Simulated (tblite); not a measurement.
Species: Si2H6.
Atom-mapped SMILES: `[SiH3:1][SiH3:2]` (hydrogens: H3, H4, H5 on Si1; H6, H7, H8 on Si2)

A start from a force field or distance geometry was refined with tblite 0.8.0, GFN2-xTB geometry optimisation, gas phase. Values at the start:

```tsv
coordinate	start
Si1–Si2	2.288 Å
Si1–H3	1.486 Å
Si1–H4	1.503 Å
Si1–Si2–H6	110.5°
Si2–Si1–H3	110.8°
H3–Si1–H4	107.9°
```

Task: How do these coordinates change at the GFN2-xTB level?

Result: 
```
coordinate  GFN2-xTB (Å or °)  change
    Si1–H4              1.466  -0.037
    Si1–H3              1.466  -0.020
   Si1–Si2              2.305  +0.017
Si1–Si2–H6              112.3    +1.8
Si2–Si1–H3              112.5    +1.7
 H3–Si1–H4              106.3    -1.6
```

The energy falls by 0.058 eV over 10 L-BFGS steps, the largest force on an atom goes from 0.61 to 0.008 eV/Å, and the atoms move by 0.046 Å rms after alignment. The bond that changes most is Si1–H4 (SiH3 silicon to Si–H hydrogen), which shortens by 0.037 Å. Bonds longer at the end by more than 0.005 Å: 1 of 7; shorter: 6. Rotational constants go from 43018, 5259, 5256 to 45568, 5177, 5176 MHz.

Hardware: an Arm Neoverse V1 with one thread, no GPU, shared host with 64 logical CPUs at a one-minute load of 37. Cost: under 0.1 s.

Its GFN2-xTB frequencies are all real (lowest 34 cm⁻¹).

These are computed values.
